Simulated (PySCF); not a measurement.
C₄H₉, charge +1.

```xyz
13

C     -0.3321     1.4026     0.2495
C      0.0000     0.0000     0.0000
C      1.3545    -0.4880     0.2585
C     -1.0224    -0.9146    -0.5079
H     -0.7445     1.8412    -0.6926
H      0.4954     2.0215     0.6378
H     -1.2158     1.4459     0.9322
H      2.0801     0.1541    -0.2982
H      1.5219    -1.5559     0.0342
H      1.6138    -0.2631     1.3225
H     -0.6419    -1.3872    -1.4466
H     -1.0915    -1.7911     0.1821
H     -2.0175    -0.4656    -0.6716
```
Charge +1, spin multiplicity 1.

Geometry: PBE-D3(BJ)/def2-SVP. The geometry has at least one imaginary mode, so it is a saddle point at that level.

The numbers are results of B3LYP/pcSseg-1 in PySCF, not measurements. Non-relativistic, no solvent.

Computed absolute GIAO shielding of each atom: isotropic value and principal components (ppm):
```tsv
atom	σ(iso)	σ11	σ22	σ33	span
C1	126.1	82.3	141.0	155.1	72.9
C2	-171.1	-332.9	-332.9	152.5	485.4
C3	126.1	82.3	141.0	155.1	72.8
C4	126.1	82.3	141.0	155.1	72.9
H5	27.0	23.9	26.2	30.8	6.9
H6	27.3	24.1	27.5	30.3	6.2
H7	27.0	23.9	26.3	30.8	6.9
H8	27.0	23.9	26.3	30.8	6.8
H9	27.3	24.1	27.5	30.3	6.2
H10	27.0	23.9	26.2	30.8	6.9
H11	27.0	23.9	26.2	30.8	6.9
H12	27.0	23.9	26.2	30.8	6.9
H13	27.3	24.1	27.5	30.3	6.2
```
